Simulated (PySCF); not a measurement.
Cl, SMILES `[Cl]` (charge 0, multiplicity 2)

All values below come from PBE-D3(BJ)/def2-TZVP (PySCF).

- highest occupied spin orbital = -8.04 eV
- dipole moment = 0.00 D
- total energy = -459.9584 Ha
- cost = around 1.4 core-seconds (rough)

```xyz
1

Cl     0.0000     0.0000     0.0000
```
Charge 0, spin multiplicity 2.
